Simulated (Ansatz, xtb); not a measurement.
**Relative energy of two isomers of C3H2FNS**

We compare X, `Fc1nccs1`, a singlet, with Y, `Fc1cscn1`, a singlet. Both are isolated molecules in the gas phase, relaxed with r2SCAN-D4/def2-SVP.

X (Å):

```yaml
atoms:
  - { symbol: C, position_ang: [-1.0750, -1.2045, -1.3830] }
  - { symbol: C, position_ang: [-2.8034, 0.1101, -1.3671] }
  - { symbol: C, position_ang: [-2.2690, 0.4956, -0.1655] }
  - { symbol: F, position_ang: [-0.2123, -2.1157, -1.7796] }
  - { symbol: N, position_ang: [-2.1158, -0.8595, -2.0538] }
  - { symbol: S, position_ang: [-0.8151, -0.3983, 0.1439] }
  - { symbol: H, position_ang: [-3.7204, 0.5210, -1.7952] }
  - { symbol: H, position_ang: [-2.6358, 1.2377, 0.5433] }
```

Y (Å):

```yaml
atoms:
  - { symbol: C, position_ang: [-2.5716, -0.6521, -1.5839] }
  - { symbol: C, position_ang: [-2.7609, 0.5361, -0.9190] }
  - { symbol: C, position_ang: [-0.6865, -0.6585, -0.5063] }
  - { symbol: F, position_ang: [-3.4505, -1.1710, -2.4260] }
  - { symbol: N, position_ang: [-1.4203, -1.3204, -1.3583] }
  - { symbol: S, position_ang: [-1.3782, 0.8283, 0.0646] }
  - { symbol: H, position_ang: [-3.6113, 1.2135, -0.9660] }
  - { symbol: H, position_ang: [0.2954, -0.9867, -0.1565] }
```

Quicker runs give these differences E(Y) − E(X): GFN2-xTB −1.64 kJ/mol; HF/STO-3G +8.34 kJ/mol (at GFN2-xTB geometries); r2SCAN-D4/def2-SVP//GFN2-xTB −4.74 kJ/mol.

Q: Which of the two would you expect CCSD(T)/def2-SVP + ΔMP2/def2-TZVPP electronic energies to favour?

A: Not settled: CCSD(T)/def2-SVP + ΔMP2/def2-TZVPP gives E(Y) − E(X) = −5.46 kJ/mol, but this leans on the basis-set step: CCSD(T) alone gives −3.61 kJ/mol.

The same difference at several levels:

```
                             level            geometry  E(Y) − E(X) (kJ/mol)  departure from the last row (kJ/mol)  job, with rough time for the two
                          GFN2-xTB            GFN2-xTB                   −1.64                                 +3.82              optimisation, 0.15 s
                         HF/STO-3G            GFN2-xTB                   +8.34                                +13.80              single point, 0.42 s
      r2SCAN-D4/def2-SVP//GFN2-xTB            GFN2-xTB                   −4.74                                 +0.72               single point, 2.9 s
                r2SCAN-D4/def2-SVP  r2SCAN-D4/def2-SVP                   −4.97                                 +0.49                optimisation, 31 s
                       HF/def2-SVP  r2SCAN-D4/def2-SVP                   −2.97                                 +2.49           part of the CCSD(T) run
                      MP2/def2-SVP  r2SCAN-D4/def2-SVP                   −5.21                                 +0.25           part of the CCSD(T) run
                  CCSD(T)/def2-SVP  r2SCAN-D4/def2-SVP                   −3.61                                 +1.85                      single point
CCSD(T)/def2-SVP + ΔMP2/def2-TZVPP  r2SCAN-D4/def2-SVP                   −5.46                                                      single point, 24 s
```

As drawn, both hold the same kinds of bond in the same numbers.

HF/STO-3G puts the two in the other order. GFN2-xTB finds them nearly level. The largest departure from CCSD(T)/def2-SVP + ΔMP2/def2-TZVPP is that of HF/STO-3G, 13.80 kJ/mol. The last row adds to CCSD(T) the change of the MP2 difference between the two basis sets, here −1.85 kJ/mol.

With harmonic frequencies from r2SCAN-D4/def2-SVP (ideal gas, rigid rotor, one conformer each, 298.15 K, 1 atm): the zero-point term adds −0.29 kJ/mol; ΔH is −5.83 and ΔG −5.72 kJ/mol.

The correlated steps freeze 10 core orbitals. Run with Ansatz 0.2.0, xtb 6.7.1; the last row on 2 threads of Intel(R) Xeon(R) Processor @ 2.70GHz on a shared host.
